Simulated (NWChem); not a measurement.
# C, triplet

Computed with NWChem. Spin-unrestricted. The open p shell is one determinant without spherical averaging. No stability test was run on the SCF state. Total energies compare along this basis series because the functional is fixed.

```tsv
level	basis functions	energy (Ha)	highest occupied level (eV)	lowest empty minus highest occupied level, either spin (eV)	<S²>
TPSS/def2-SVP	14	-37.8207	-6.14	1.00	2.00
TPSS/def2-SVPD	20	-37.8213	-6.17	1.01	2.00
TPSS/def2-TZVP	31	-37.8646	-6.24	1.01	2.00
TPSS/def2-TZVPP	31	-37.8646	-6.24	1.01	2.00
TPSS/def2-QZVP	57	-37.8663	-6.26	1.01	2.00
```
